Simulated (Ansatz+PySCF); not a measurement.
The numbers below are computed, except where a source is named.
Input for Ansatz (development build ahead of 0.2.0):

```yaml
crystal:
  periodic: [false, false, false]
  atoms:
    - { symbol: S, position_ang: [0.02505, 0.04276, -0.07302] }
    - { symbol: H, position_ang: [-0.01606, 0.01439, 1.22923] }
basis:
  gaussian: { orbitals: def2-SVP }
magnetization:
  spin_polarized: true
  initial_magnetization: 1
hamiltonian:
  xc: hf
correlation:
  method: ccsd_t
  frozen_orbitals: { H: 0, S: 5 }
scf:
  omitted_lower_state_checks: [stability, starts, atomic_configurations, cluster_reference, orbital_swaps, given_window_search, neighbouring_geometries, increment]
```

The input is written out in the form of the current development build from the run's settings.

Output:

```
Converged                                                          : yes
Reference energy                                                   : -397.95934 hartree
CCSD correlation energy                                            : -0.13092 hartree
Triples correction                                                 : -0.00212 hartree
Total energy                                                       : -398.09239 hartree
Spin squared of the determinant                                    : 0.758
Largest doubles amplitude                                          : 0.05
Occupied orbitals by symmetry in an Abelian subgroup (alpha; beta) : 5 A1 2 B1 2 B2; 5 A1 2 B1 1 B2
```
